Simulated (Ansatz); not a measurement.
# HO2Si: the cost of one run

Program: Ansatz 0.2.0, Gaussian basis. Level of theory: def2-TZVPP, core rule «outside noble gas», up to 7 orbitals frozen. These are calculated values, not measurements.

The runs, in order: UHF; ROHF; CCSD(T) on UHF.

## Step 1: The system

The geometry is a PBE0/def2-TZVP stationary point (not a proven minimum) of the parent state, kept for this charge and spin.

4 atoms, charge 0, spin multiplicity 2.

Atoms are counted from 1 here; the program's logs count them from 0.

Bond lengths: Si1–O2 1.675 Å, Si1–O3 1.675 Å, Si1–H4 1.518 Å. Angles: O2–Si1–O3 108.7°, O2–Si1–H4 103.2°, O3–Si1–H4 103.2°.

As a file:

```xyz
4
HO2Si
Si   -0.13147   -0.48477    0.00000
O     0.08069    0.46863   -1.36058
O     0.08069    0.46863    1.36058
H     1.10173   -1.36964    0.00000
```

## Step 2: UHF

File in.yaml:

```yaml
crystal:
  periodic: [false, false, false]
  atoms:
    - {symbol: Si, position_ang: [-0.131469, -0.484771, 0.000000]}
    - {symbol: O, position_ang: [0.080687, 0.468628, -1.360578]}
    - {symbol: O, position_ang: [0.080687, 0.468628, 1.360578]}
    - {symbol: H, position_ang: [1.101729, -1.369640, 0.000000]}
basis:
  gaussian: {orbitals: def2-TZVPP}
magnetization: {spin_polarized: true, initial_magnetization: 1}
hamiltonian: {xc: hf}
output: {orbitals: {seedname: orbitals}}
```

The run is started by

```bash
ansatz run in.yaml --threads 1 --pin off --events-out ev --progress --plain --max-ram 4096MiB --backend cpu
```

Q: Estimate wall time and peak memory on 1 thread of AMD EPYC 7R13, shared host.

About 16 s, with a peak of 0.29 GiB.
